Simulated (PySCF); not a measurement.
Consider `O=S=O` (O2S). Numbering: `[O:1]=[S:2]=[O:3]`

Level of theory: ωB97X-D3(BJ)/ma-def2-TZVP single points in PySCF, grid level 2; every species was optimised with PBE0-D3(BJ)/ma-def2-SVP. Zero-point and thermal terms (298.15 K, 1 bar) come from unscaled PBE0-D3(BJ)/ma-def2-SVP harmonic frequencies, with soft modes damped to free rotors in the entropy.

(1) What are the vertical and the adiabatic ionisation energy for forming the radical cation?

(2) Where does the unpaired spin of the relaxed radical cation sit?

(3) What are the vertical and the adiabatic electron affinity for forming the radical anion?

(4) Where does the unpaired spin of the relaxed radical anion sit?

(5) How far is −ε(HOMO) from the vertical value by ΔSCF?

Answers

(1) 12.66 eV vertical and 12.42 eV adiabatic, the latter with zero-point energy.

(2) O1 (oxygen on the chalcogen) 0.37, O3 (oxygen on the chalcogen) 0.37, S2 (sulfur bonded to oxygen) 0.26 (intrinsic atomic orbital populations).

(3) 1.23 eV vertical and 1.36 eV adiabatic, the latter with zero-point energy.

(4) S2 (sulfur bonded to oxygen) 0.53, O3 (oxygen on the chalcogen) 0.24, O1 (oxygen on the chalcogen) 0.24 (intrinsic atomic orbital populations).

(5) −ε(HOMO) = 12.23 eV, which is 0.43 eV below the ΔSCF value.
